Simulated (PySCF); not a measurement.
Ligands exchanged one at a time, Si SH-H. Isolated molecules, 0 K electronic values unless said otherwise. One relaxed conformer stands for each flexible species; it need not be the lowest. Strings in code marks are SMILES.

The HOMO from two functionals at the same geometries (PBE0-D3(BJ)/def2-TZVP), both in PySCF: PBE-D3(BJ)/def2-TZVP and ωB97X-D3(BJ)/def2-TZVP. 

| species | PBE-D3(BJ)/def2-TZVP (eV) | ωB97X-D3(BJ)/def2-TZVP (eV) |
|---|---|---|
| 0 of 4 SH replaced by H (`[Si](S)(S)(S)S`) | -6.39 | -10.02 |
| 1 of 4 SH replaced by H | -6.36 | -10.00 |
| 2 of 4 SH replaced by H | -6.27 | -9.88 |
| 3 of 4 SH replaced by H (`[SiH3]S`) | -6.28 | -9.95 |
| 4 of 4 SH replaced by H | -8.51 | -12.45 |

Over these rows, drawn at random from the members with no instability flagged (it was tested for open shells, ions and some series alone), PBE minus ωB97X-D3(BJ): mean +3.70 eV, from +3.60 eV to +3.94 eV.
